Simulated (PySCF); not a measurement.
**AlN2: quartet, from a end-on start**

Where does quartet AlN2 go from a end-on start, is the end point a minimum, and what are its modes, charges and moments?

Method: PBE0, basis Al def2-TZVP, N def2-TZVP, no relativity, density fitting; program: PySCF 2.14.0.

### Step 1. The starting structure

3 atoms, charge 0, spin multiplicity 4.

Bond lengths: Al1–N2 2.029 Å, N2–N3 1.204 Å. Angles: Al1–N2–N3 119.9°.

Coordinates in bohr (charge 0 multiplicity 4):
```
Al    0.0000    0.0000    0.0000
N     0.0000    0.0000    3.8344
N     1.9729    0.0000    4.9683
```

### Step 2. First SCF at the start

One driver script runs all steps and calls PySCF; scf.py shows how it sets up the SCF of each step. The optimiser is the driver's own. After this first run the driver tries any further starts and a stability analysis.

The input, scf.py:

```python
from pyscf import gto, scf, dft
mol = gto.M(atom='''
Al     0.000000     0.000000     0.000000
N      0.000000     0.000000     2.029100
N      1.044000     0.000000     2.629100''',
    basis={'Al': 'def2-TZVP', 'N': 'def2-TZVP'},
    charge=0, spin=3)
mf = dft.UKS(mol, xc='PBE0')
mf.grids.atom_grid = (50, 194)
aux = {'Al': 'def2-universal-JKFIT', 'N': 'def2-universal-JKFIT'}
mf = mf.density_fit(auxbasis=aux)
mf.conv_tol = 1e-08
mf.diis_space = 10
mf.max_cycle = 60
mf.init_guess = 'minao'
mf.verbose = 4
mf.kernel()
```

On the command line:

```bash
$ OMP_NUM_THREADS=2 python axn.py task.json out
```

Further steps of the session: Relaxation: end-on start, quartet; Is it a minimum? Harmonic modes.

**Question.** What will these runs give? Wanted: minimum; geometry; wavenumbers; dipole moment; highest occupied, lowest empty level; polar-tensor charge of Al1; zero-point energy; atomisation energy; ⟨S²⟩.

**Answer**, as computed:

| quantity | value |
| --- | --- |
| minimum | quartet, C∞v |
| geometry | Al–N 1.785 Å, N–N 1.137 Å; Al–N–N 180.0° |
| wavenumbers (cm⁻¹) | 366 (π), 601 (σ+), 1901 (σ+) |
| dipole moment | 2.22 D |
| highest occupied, lowest empty level (either spin) | -5.10, -4.14 eV |
| polar-tensor charge of Al1 | +0.02 e |
| zero-point energy | 19.3 kJ/mol |
| entropy at 298.15 K | 247.5 J/(mol K) |
| atomisation energy (no zero-point energy) | 782 kJ/mol |
| ⟨S²⟩ | 3.767 |

In words: The end-on start (Cs) ends in a minimum of C∞v symmetry. In the infrared the band at 1901 cm⁻¹ (σ+) leads. Most of the spin sits on Al1 (Mulliken spin 2.28, against 3 for the whole molecule). The first SCF alone would have been 6 kJ/mol too high. Other starts or spin states, not run here, may lie lower.
